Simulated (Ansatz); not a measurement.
System: 1T (CdI2-type) HfS2. Method: LDA in Ansatz (PAW).

Run with plane-wave cutoff 520 eV, 12×12×6 k mesh (along the axes of the cell as run), perturbation theory, scalar-relativistic PAW data made under PBE.

Computed at the level's own relaxed cell.

```cif
data_HfS2
_chemical_formula_sum 'Hf1 S2'
_space_group_name_H-M_alt 'P 1'
_space_group_IT_number 1
_cell_length_a 3.55594
_cell_length_b 3.55594
_cell_length_c 5.68084
_cell_angle_alpha 90.000
_cell_angle_beta 90.000
_cell_angle_gamma 120.000
loop_
_space_group_symop_operation_xyz
  'x, y, z'
loop_
_atom_site_label
_atom_site_type_symbol
_atom_site_fract_x
_atom_site_fract_y
_atom_site_fract_z
_atom_site_occupancy
Hf1 Hf 0.00000 0.00000 0.00000 1
S1 S 0.33333 0.66667 0.25456 1
S2 S 0.66667 0.33333 0.74544 1
```

Harmonic phonon frequencies (cm⁻¹; i marks an imaginary mode; at Γ without the LO shift):

```tsv
q point	frequencies
Γ	0 0 0 153 153 263 263 306 333
M	60 84 153 206 252 263 288 312 331
K	58 136 136 251 259 259 303 303 323
```

No imaginary mode appears at these points.

Ansatz is a program for electronic structure.
